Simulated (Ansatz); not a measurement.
B(PH3)H3 (BPH6). Charge 0, multiplicity 1. Geometry PBE0-D4/def2-TZVP, basis def2-TZVP, Ansatz.

```
run  HOMO (eV)  LUMO (eV)
  A      -8.62       0.43
  B      -7.68      -0.38
  C      -7.30      -0.49
  D     -11.91       3.07
  E     -10.04       1.22
  F     -10.93       1.92
```

**Question.** The runs used B97M-V, CAM-B3LYP, HF, PBE, PBE0, ωB97M-V. Estimate which is which.

**Answer.** A PBE0 (25 % exact exchange); B B97M-V (0 % exact exchange); C PBE (0 % exact exchange); D HF (100 % exact exchange); E CAM-B3LYP (range-separated); F ωB97M-V (range-separated). Exact exchange lowers occupied and raises empty levels; among semilocal functionals meta-GGAs tend to open the gap a little, and such runs are hard to tell apart. The gap grows from 6.82 eV (PBE) to 14.98 eV (HF).
